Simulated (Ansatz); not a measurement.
**CH₅BO (built from SMILES B.C=O): functionals against CCSD(T) at one geometry**

An exercise on one series of results from a longer session: the logs are not shown, and one member is left open.

Computed with Ansatz 0.2.0, Gaussian basis. Level: single points in def2-TZVPP.

Correlated methods freeze the cores. B3LYP uses VWN-RPA correlation.

**The starting structure**

8 atoms, charge 0, spin multiplicity 1.

Atoms are counted from 1 here; the program's logs count them from 0.

Bond lengths: B1–H2 1.237 Å, B1–H3 1.129 Å, B1–H4 1.224 Å, B1–O5 1.663 Å, O5–C6 1.307 Å, C6–H7 1.122 Å, C6–H8 1.060 Å. Angles: H2–B1–H3 111.6°, H2–B1–H4 105.8°, H2–B1–O5 99.5°, H3–B1–H4 126.5°, H3–B1–O5 105.9°, H4–B1–O5 104.1°, B1–O5–C6 76.7°, O5–C6–H7 114.4°, O5–C6–H8 119.2°, H7–C6–H8 118.8°.

Geometry (Å):

```xyz
8
charge 0, multiplicity 1
B    -0.1561   -0.8930   -0.2280
H     0.9476   -0.3974    0.0317
H    -0.2335   -1.1861   -1.3152
H    -0.4425   -1.5905    0.7356
O    -1.1122    0.4560   -0.0511
C     0.0893    0.9055    0.1974
H     0.5459    1.4979   -0.6394
H     0.3575    1.1410    1.1950
```

Set-up of the first run:

Contents of run/in.yaml:

```yaml
crystal:
  periodic: [false, false, false]
  atoms:
    - {symbol: B, position_ang: [-0.156100, -0.893000, -0.228000]}
    - {symbol: H, position_ang: [0.947600, -0.397400, 0.031700]}
    - {symbol: H, position_ang: [-0.233500, -1.186100, -1.315200]}
    - {symbol: H, position_ang: [-0.442500, -1.590500, 0.735600]}
    - {symbol: O, position_ang: [-1.112200, 0.456000, -0.051100]}
    - {symbol: C, position_ang: [0.089300, 0.905500, 0.197400]}
    - {symbol: H, position_ang: [0.545900, 1.497900, -0.639400]}
    - {symbol: H, position_ang: [0.357500, 1.141000, 1.195000]}
basis:
  gaussian: {orbitals: def2-TZVPP}
correlation: {method: ccsd_t}
output: {forces: true}
```

The command line of these runs was not kept.

Among the steps run: CCSD(T)/def2-TZVPP; PBE0-D4/def2-TZVPP; wB97M-V/def2-TZVPP; r2SCAN-D4/def2-TZVPP; PBE-D4/def2-TZVPP; HSE06-D4/def2-TZVPP; B3LYP-D4/def2-TZVPP.

One of the session's tables, all rows but one given; the rest of the session is left out.

| method | RMS force component (eV/Å) | angle to CCSD(T) forces (°) | dipole (D) |
| --- | --- | --- | --- |
| CCSD(T) | 1.043 | reference | 3.00 |
| PBE0-D4 | 1.125 | 9.3 | 2.94 |
| wB97M-V | 1.061 | 6.7 | 3.03 |
| r2SCAN-D4 | 1.058 | 5.2 | 2.85 |
| PBE-D4 | ? | ? | ? |
| HSE06-D4 | 1.124 | 9.2 | 2.93 |
| B3LYP-D4 | 1.027 | 6.5 | 2.95 |

**Question.** Estimate the row for PBE-D4.

As computed: RMS force component (eV/Å): 1.053; angle to CCSD(T) forces (°): 9.4; dipole (D): 2.75. In the column «RMS force component (eV/Å)» it lies between CCSD(T) (1.043) and r2SCAN-D4 (1.058).
